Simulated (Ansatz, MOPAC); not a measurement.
Species: methylsilane, CH$_{6}$Si, charge 0, multiplicity 1. SMILES: [SiH3]C
Structure (B3LYP-D3(BJ)/def2-TZVP (Ansatz, a first-principles code) minimum search):
```xyz
8

C      0.0034    -0.0064    -1.2421
Si    -0.0017     0.0033     0.6340
H      0.0118    -1.0282    -1.6256
H     -0.8824     0.4951    -1.6359
H      0.8840     0.5079    -1.6311
H     -0.0132     1.3943     1.1492
H     -1.2005    -0.6969     1.1567
H      1.2042    -0.6795     1.1632
```

Wanted: vertical ionisation energy to the doublet, in eV. Conventions: open shells spin-unrestricted; frozen cores in correlated levels; each state is the SCF solution reached for its charge and spin; non-relativistic; no spin-orbit coupling; 6-311+G** with 5d, 6d on Na to Ar in Ansatz; no dispersion term unless named. CBS(X,Y): correlation extrapolated as X^-3; Hartree-Fock from the larger set. The bracket is a focal-point correction in the basis named. First-principles rows: single points at B3LYP-D3(BJ) geometries (Ansatz). Semi-empirical rows: differences of heats of formation at the shared geometry for vertical values.

```csv
species,coefficient,"E at B3LYP/6-311+G** (Ansatz), Eh","E at wB97X-V/def2-TZVPD (Ansatz), Eh","heat of formation at MNDO (MOPAC), kcal/mol"
"charge 1, doublet",+1,-330.82774,-330.74268,245.79
"charge 0, singlet",-1,-331.25392,-331.17157,-5.12
```

Coupled cluster (Ansatz) is a level with limits of its own, used here on species with T1 under 0.025 (0.045 for open shells) and stable references: RI-MP2/CBS(def2-TZVPPD,def2-QZVPPD)+[CCSD(T)-MP2]/def2-TZVPPD. Value to compare with, RI-MP2/CBS(def2-TZVPPD,def2-QZVPPD)+[CCSD(T)-MP2]/def2-TZVPPD (Ansatz): 11.82 eV. 1 Eh = 27.2114 eV and 1 eV = 23.0605 kcal/mol.

Compute it at each level from the table, and compare with RI-MP2/CBS(def2-TZVPPD,def2-QZVPPD)+[CCSD(T)-MP2]/def2-TZVPPD (Ansatz).


- B3LYP/6-311+G**: the sum of coefficient times E is 0.42618 Eh, or 11.597 eV. Result: 11.60 eV. Its difference against RI-MP2/CBS(def2-TZVPPD,def2-QZVPPD)+[CCSD(T)-MP2]/def2-TZVPPD (Ansatz) is -0.22 eV.
- wB97X-V/def2-TZVPD: the sum of coefficient times E is 0.42889 Eh, or 11.671 eV. Result: 11.67 eV. Its difference against RI-MP2/CBS(def2-TZVPPD,def2-QZVPPD)+[CCSD(T)-MP2]/def2-TZVPPD (Ansatz) is -0.15 eV.
- MNDO: the sum of coefficient times heat of formation is 250.91 kcal/mol, or 10.88 eV. Its difference against RI-MP2/CBS(def2-TZVPPD,def2-QZVPPD)+[CCSD(T)-MP2]/def2-TZVPPD (Ansatz) is -0.94 eV.
